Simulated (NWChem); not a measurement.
Spin states of O

```xyz
1

O      0.0000     0.0000     0.0000
```
Charge 0, spin multiplicity 3.

The numbers come from NWChem runs, not from measurements.

Basis set: def2-TZVP. The gap is E(triplet) − E(singlet), so a negative value puts the higher spin lower. Open shells are unrestricted, coupled cluster uses restricted open-shell references, and the singlet is the closed-shell solution. The triplet is the single determinant that the SCF runs reached, with unpaired electrons in orbitals of symmetry b1u and b2u (D2h labels); it need not be the lowest triplet, which in molecules with degenerate π orbitals can need several determinants. Where the lowest singlet needs several determinants, the single determinant used here isn't a pure state and places it wrongly.

The correlated methods keep 1 core orbital frozen. B3LYP has NWChem's definition, with VWN1-RPA local correlation. No SCF solution was tested for a lower state. Open-shell Hartree-Fock references start from PBE0 orbitals. Coupled-cluster values serve here as a point of comparison, not as the truth.

```json
[
 {"method": "B3LYP", "vertical singlet-triplet gap (kcal/mol)": "-63.7", "remark": "-"},
 {"method": "M06-2X", "vertical singlet-triplet gap (kcal/mol)": "…", "remark": "-"},
 {"method": "B2PLYP", "vertical singlet-triplet gap (kcal/mol)": "…", "remark": "-"},
 {"method": "HF", "vertical singlet-triplet gap (kcal/mol)": "-80.1", "remark": "-"},
 {"method": "MP2", "vertical singlet-triplet gap (kcal/mol)": "-66.6", "remark": "-"},
 {"method": "CCSD(T)", "vertical singlet-triplet gap (kcal/mol)": "-51.2", "remark": "large amplitudes"},
 {"method": "CR-CCSD(T)", "vertical singlet-triplet gap (kcal/mol)": "…", "remark": "large amplitudes"}
]
```

What belongs in the gaps?


- M06-2X, vertical singlet-triplet gap (kcal/mol): -59.7
- B2PLYP, vertical singlet-triplet gap (kcal/mol): -64.2
- CR-CCSD(T), vertical singlet-triplet gap (kcal/mol): -52.2
